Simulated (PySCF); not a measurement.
System (SMILES): O=C (CH2-O).
Geometry (B3LYP-D3(BJ)/def2-TZVP, fixed):
```
C
O 1 1.1989
H 1 1.1075 2 122.05
H 1 1.1075 3 115.91 2 180.00
```
Charge 0, spin multiplicity 1.

Basis-set convergence of the mean static polarisability at PBE with PySCF. All functions are spherical. Density fitting with generated auxiliary sets. No added dispersion term, no relativity. Reference: the value in d-aug-cc-pVTZ, 18.89 bohr³, itself unsure by roughly 0.4 % (its mean distance from aug-pcseg-3, aug-cc-pVQZ, aug-pcseg-2). Deviations are taken from unrounded values. Cost is core time over that of aug-cc-pVDZ, rough, on shared machines of one kind; a dash marks a row that isn't timed (too short, read off another run, short of memory, by another algorithm or on other hardware).

| basis | functions | mean static polarisability (bohr³) | minus reference (%) | cost |
|---|---|---|---|---|
| def2-SVP | 38 | 13.64 | -27.8 | - |
| pcseg-1 | 38 | 13.79 | -27.0 | - |
| 6-311G** | 48 | 14.16 | -25.0 | 0.7× |
| def2-SVPD | 59 | 18.04 | -4.5 | 0.8× |
| aug-cc-pVDZ | 64 | 18.32 | -3.0 | 1× |
| Sadlej pVTZ | 66 | 18.66 | -1.2 | 1× |
| def2-TZVP | 74 | 16.23 | -14.1 | 1× |
| cc-pVTZ | 88 | 15.89 | -15.9 | 2× |
| pcseg-2 | 88 | 16.43 | -13.0 | 2× |
| d-aug-cc-pVDZ | 90 | 18.86 | -0.2 | 2× |
| def2-TZVPP | 90 | 16.48 | -12.8 | 2× |
| def2-TZVPD | 95 | 18.64 | -1.3 | 2× |
| jun-cc-pV(T+d)Z | 106 | 18.25 | -3.4 | 2× |
| 6-311++G(3df,3pd) | 114 | 18.22 | -3.5 | 2× |
| aug-cc-pVTZ | 138 | 18.72 | -0.9 | 3× |
| cc-pVQZ | 170 | 17.15 | -9.2 | 4× |
| pcseg-3 | 186 | 18.12 | -4.1 | 5× |
| def2-QZVPPD | 195 | 18.77 | -0.6 | 4× |

The smallest set listed that lies within 2 % of the reference with all its larger relatives (same family, alike in diffuse functions; a set with none counts only in the reference's own line) is d-aug-cc-pVDZ (90 functions, 2× in cost, -0.2 % off). Inside, with no larger relative to test it: Sadlej pVTZ. (Relatives not listed, tested too: def2-TZVPPD -1.1, d-aug-cc-pVTZ 0.0, aug-cc-pVQZ -0.3 %.)
